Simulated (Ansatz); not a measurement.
# Worked example: correlation energy of Al2SiH, quartet

Geometry: that of the Al2SiH, doublet, kept fixed.

```xyz
4

Al    0.0000    0.3660    1.4113
Si    0.0000   -1.2164   -0.2424
Al    0.0000    0.8569   -1.2633
H     0.0000    1.1585    2.7895
```

Basis cc-pVTZ; Ansatz 0.2.0. Correlated methods freeze the noble-gas cores, which leaves 11 electrons in 101 orbitals. Prefix R: restricted or restricted open-shell reference; prefix U: unrestricted.

Full CI isn't at hand for all of this; UCCSDT(Q) serves as the reference, and is uncertain by about the last step of the cluster series.

Runs differ by some tens of microhartree through their thresholds and, for an open shell, their frozen cores, so steps under 0.03 kcal/mol mean nothing.

```json
{"level": "UHF", "total energy (hartree)": "-773.279848"}
{"level": "UMP2", "total energy (hartree)": "-773.490280"}
{"level": "UCCSD", "total energy (hartree)": "-773.524628"}
{"level": "UCCSD(T)", "total energy (hartree)": "-773.540520"}
{"level": "UCCSDT", "total energy (hartree)": "-773.542465"}
{"level": "UCCSDT(Q)", "total energy (hartree)": "-773.543907"}
```

Task: What is the correlation energy at UCCSDT(Q), and what share of it do UMP2 and UCCSD(T) recover?

Result: E(corr) = -773.543907 − (-773.279848) = -0.264059 hartree = -7.185 eV. UMP2: -0.210432 / -0.264059 = 79.69 %. UCCSD(T): -0.260672 / -0.264059 = 98.72 %.

Task: By how many kcal/mol does UCCSD(T) miss UCCSDT(Q) (1 hartree = 627.509 kcal/mol), and which steps make up the rest?

Result: -773.540520 − (-773.543907) = 0.003387 hartree = 2.13 kcal/mol. Steps: UCCSDT − UCCSD(T) = -1.22, UCCSDT(Q) − UCCSDT = -0.90 kcal/mol. Differences between like states or geometries often cancel part of this.
